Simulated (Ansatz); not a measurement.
HgS (P3₂21, No. 154) was calculated with HSE06 in Ansatz (PAW).

Numerical settings: plane-wave cutoff 500 eV, 6×6×4 k mesh (along the axes of the cell as run), gaussian smearing 0.02 eV, scalar-relativistic PAW data made under PBE.

Cell (relaxed with PBEsol):

Space group P3₂21 (No. 154); a = b = 4.139 Å, c = 9.409 Å, α = β = 90.00°, γ = 120.00°

```tsv
atom	site	symmetry	x	y	z
Hg	3a	.2.	0.7104	0.7104	0.0000
S	3b	.2.	0.4999	0.4999	0.5000
```

Task: Estimate the band gap that the calculation returns.

Result: 
* **band gap**: 2.13 eV (on the SCF k mesh)

Note: cell and atoms aren't relaxed at this level (pressure 2.0 GPa).

Spin–orbit coupling is not included.

Computed values are for the static lattice.

Computing time: roughly 7 core-minutes.

Ansatz is a first-principles code.
